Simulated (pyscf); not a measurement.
Thermochemistry of product channels of H₃C–Ga(CH₃)–NH₂ + H• on the doublet surface, in kcal/mol, from ωB97M-D3(BJ)/def2-TZVP energies (ideal gas, 1 atm, RRHO with modes under 100 cm⁻¹ raised to 100, one conformer, R ln 2 for chiral ones without a mode under 150 cm⁻¹). PySCF, gas phase, ωB97X-D3(BJ)/def2-SVP geometries.

| products | ΔE | ΔH(298 K) | ΔG(298 K) | ΔG(600 K) |
|---|---|---|---|---|
| H₃C–Ga(CH₃)–NH• + H₂ | +10.8 | +8.9 | +6.9 | +4.8 |
| CH₄ + [H₃C–Ga–NH₂]• | -32.2 | -27.8 | -30.4 | -32.4 |

These are energies of the channels, which say nothing of barriers. Elements up to Kr have no core potential and no relativistic terms here.
